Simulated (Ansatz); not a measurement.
Molecule: C2H3, charge 0, multiplicity 2. It need not be the lowest isomer of its formula. SMILES: C=[CH]
Geometry: optimised at B3LYP-D3(BJ)/def2-TZVP (Ansatz, a first-principles code).

Quantity: atomisation energy (electronic, to ground-state atoms), in kcal/mol. Correlated levels leave the core frozen unless marked. Open shells are spin-unrestricted. Spin-orbit coupling is left out. No relativistic terms. The coupled-cluster limit lacks core correlation, which all-electron functionals hold. Basis-set limits of correlation are two-point, X^-3; Hartree-Fock from the larger set.

```csv
level,program,atomisation energy (kcal/mol)
HF/6-31G*,Ansatz,334.3
```

### Question
What does CCSD(T)/CBS(cc-pVTZ,cc-pVQZ) (Ansatz) give?

### Answer
443.7 kcal/mol
